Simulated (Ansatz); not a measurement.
# PH₄ (quartet): from Hartree-Fock to the top rungs, cc-pVDZ

The task here is to estimate one member of a computed series from the others.

Method: cc-pVDZ, core rule «outside noble gas», up to 5 orbitals frozen; program: Ansatz 0.2.0, Gaussian basis.

Plan: UHF; CCSD(T) on ROHF; CCSD(T) on UHF; BCCD(T) on ROHF; CISD; CCSDT(Q) on ROHF; CCSDT(Q) on UHF; CASSCF and MRCISD+Q, 9 electrons in 8 orbitals; CASSCF and NEVPT2, 9 electrons in 8 orbitals.

15 further runs of the same task are left out: 4 that didn't finish, 11 set aside as unsound or not needed.

### The system

The geometry is a PBE0/def2-TZVP stationary point (not a proven minimum) of the parent state, kept for this charge and spin.

5 atoms, charge 0, spin multiplicity 4.

Atoms are counted from 1 here; the program's logs count them from 0.

Bond lengths: P1–H2 1.519 Å, P1–H3 1.410 Å, P1–H4 1.410 Å, P1–H5 1.519 Å. Angles: H2–P1–H3 92.8°, H2–P1–H4 92.8°, H2–P1–H5 171.2°, H3–P1–H4 99.8°, H3–P1–H5 92.8°, H4–P1–H5 92.8°.

Geometry (Å):

```xyz
5
charge 0, multiplicity 4
P     0.0456    0.0000    0.0000
H     0.1616    0.0000   -1.5147
H    -0.8626    1.0782    0.0000
H    -0.8626   -1.0782    0.0000
H     0.1616    0.0000    1.5147
```

Set-up of the first run:

File in.yaml:

```yaml
crystal:
  periodic: [false, false, false]
  atoms:
    - {symbol: P, position_ang: [0.045627, 0.000000, 0.000000]}
    - {symbol: H, position_ang: [0.161577, 0.000000, -1.514668]}
    - {symbol: H, position_ang: [-0.862630, 1.078238, 0.000000]}
    - {symbol: H, position_ang: [-0.862630, -1.078238, 0.000000]}
    - {symbol: H, position_ang: [0.161577, 0.000000, 1.514668]}
basis:
  gaussian: {orbitals: cc-pVDZ}
magnetization: {spin_polarized: true, initial_magnetization: 3}
hamiltonian: {xc: hf}
output: {orbitals: {seedname: orbitals}}
```

On the command line:

```
ansatz run in.yaml --threads 1 --pin off --events-out ev --progress --plain --max-ram 2393MiB
```

Steps of the session up to this table: UHF; CCSD(T) on ROHF; CCSD(T) on UHF; BCCD(T) on ROHF; CISD; CCSDT(Q) on ROHF; CCSDT(Q) on UHF; CASSCF and MRCISD+Q, 9 electrons in 8 orbitals; CASSCF and NEVPT2, 9 electrons in 8 orbitals.

One table of the session follows, with a row left open; its other results are not shown here.

```
          method  from UCCSDT(Q) (kcal/mol)
            ROHF                    +117.73
             UHF                    +108.73
            RMP2                     +24.79
            UMP2                     +26.52
            CISD                          ?
           RCCSD                      +4.66
           UCCSD                      +4.60
        RCCSD(T)                      +1.27
        UCCSD(T)                      +1.38
         BCCD(T)                      +1.35
          RCCSDT                      +0.20
          UCCSDT                      +0.21
       RCCSDT(Q)                       0.00
       UCCSDT(Q)                          0
  CASSCF valence                     +84.45
  NEVPT2 valence                     +20.27
  MRCISD valence                      +5.55
MRCISD+Q valence                      +0.47
```

**Question.** Estimate the row for CISD.

As computed: from UCCSDT(Q) (kcal/mol): +10.71. In the column «from UCCSDT(Q) (kcal/mol)» it lies between MRCISD valence (+5.55) and NEVPT2 valence (+20.27).

Caveats from the session: Restricted and unrestricted rows rest on different reference determinants; where their highest levels disagree by more than a few hundredths of an eV, they describe different states and don't form one ladder.
